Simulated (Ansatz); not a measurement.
# SiNH2 (quartet): wave-function methods side by side at distance Si1–N2 = 6.345 Å, cc-pVDZ

How much of the correlation energy of SiNH2 (quartet) does each wave-function method recover here?

Computed with Ansatz 0.2.0, Gaussian basis. Level: cc-pVDZ, core rule «outside noble gas», up to 6 orbitals frozen.

The runs, in order: UHF; CCSD(T) on ROHF; CCSD(T) on UHF; BCCD(T) on ROHF; CISD; CCSDT(Q) on ROHF; CCSDT(Q) on UHF; CASSCF and MRCISD+Q, 5 electrons in 5 orbitals; CASSCF and NEVPT2, 5 electrons in 5 orbitals; CASSCF and MRCISD+Q, 11 electrons in 10 orbitals; CASSCF and NEVPT2, 11 electrons in 10 orbitals.

19 further runs of the same task are left out: 1 for a mislabelled method, 10 that didn't finish, 8 set aside as unsound or not needed.

### 1 The geometry

The geometry derives from a PBE0/def2-TZVP stationary point (not a proven minimum). One bond is set to the value named and the two fragments are kept rigid.

4 atoms, charge 0, spin multiplicity 4.

Atoms are counted from 1 here; the program's logs count them from 0.

Bond lengths: Si1–H3 1.470 Å, Si1–H4 1.470 Å. Angles: H3–Si1–H4 124.6°.

Geometry (Å):

```xyz
4
charge 0, multiplicity 4
Si    0.0000    0.0000    1.2446
N     0.0000    0.0000   -5.1004
H     0.0000    1.3020    1.9279
H     0.0000   -1.3020    1.9279
```

### 2 UHF

in.yaml

```yaml
crystal:
  periodic: [false, false, false]
  atoms:
    - {symbol: Si, position_ang: [0.000000, 0.000000, 1.244597]}
    - {symbol: N, position_ang: [0.000000, 0.000000, -5.100402]}
    - {symbol: H, position_ang: [0.000000, 1.301958, 1.927902]}
    - {symbol: H, position_ang: [0.000000, -1.301958, 1.927902]}
basis:
  gaussian: {orbitals: cc-pVDZ}
magnetization: {spin_polarized: true, initial_magnetization: 3}
hamiltonian: {xc: hf}
output: {orbitals: {seedname: orbitals}}
```

On the command line:

```console
> ansatz run in.yaml --threads 1 --pin off --events-out ev --progress --plain --max-ram 2393MiB
```

Further steps of the session: CCSD(T) on ROHF; CCSD(T) on UHF; BCCD(T) on ROHF; CISD; CCSDT(Q) on ROHF; CCSDT(Q) on UHF; CASSCF and MRCISD+Q, 5 electrons in 5 orbitals; CASSCF and NEVPT2, 5 electrons in 5 orbitals; CASSCF and MRCISD+Q, 11 electrons in 10 orbitals; CASSCF and NEVPT2, 11 electrons in 10 orbitals.

Q: Predict the results of all the runs planned. Wanted: UCCSDT(Q) below the RHF energy; RMP2 from UCCSDT(Q); UMP2 from UCCSDT(Q); RCCSD from UCCSDT(Q); RCCSD(T) from UCCSDT(Q); UCCSD(T) from UCCSDT(Q); RCCSDT(Q) from UCCSDT(Q); NEVPT2 pair from UCCSDT(Q); MRCISD+Q pair from UCCSDT(Q).

**Answer**, as computed:

```
                         quantity                                                                                    value
   UCCSDT(Q) below the RHF energy                                                                               -5.7254 eV
              RMP2 from UCCSDT(Q)                                                                            +129.9 kJ/mol
              UMP2 from UCCSDT(Q)                                                                            +121.7 kJ/mol
             RCCSD from UCCSDT(Q)                                                                             +10.7 kJ/mol
          RCCSD(T) from UCCSDT(Q)                                                                              +2.7 kJ/mol
          UCCSD(T) from UCCSDT(Q)                                                                              +4.0 kJ/mol
         RCCSDT(Q) from UCCSDT(Q)                                                                              +0.1 kJ/mol
       NEVPT2 pair from UCCSDT(Q)                                                                            +114.7 kJ/mol
     MRCISD+Q pair from UCCSDT(Q)                                                                              -1.5 kJ/mol
    NEVPT2 valence from UCCSDT(Q)                                                                            +109.8 kJ/mol
levels within 1 kcal/mol (43 meV)  RCCSD(T), UCCSD(T), BCCD(T), RCCSDT, UCCSDT, RCCSDT(Q), MRCISD+Q pair, MRCISD+Q valence
                    T1 diagnostic                                                                                    0.013
   effectively unpaired electrons                                                                                     3.10
```

**Reading.** RCCSD(T) misses by +2.7 kJ/mol, 0.5 % of the correlation energy. One determinant dominates. Of the multireference levels listed MRCISD+Q valence comes nearest in total energy (+0.1 kJ/mol), which doesn't show that its space is the better one. These misses are within one basis, not against nature; the frozen cores of restricted and unrestricted runs differ, which can shift their rows.
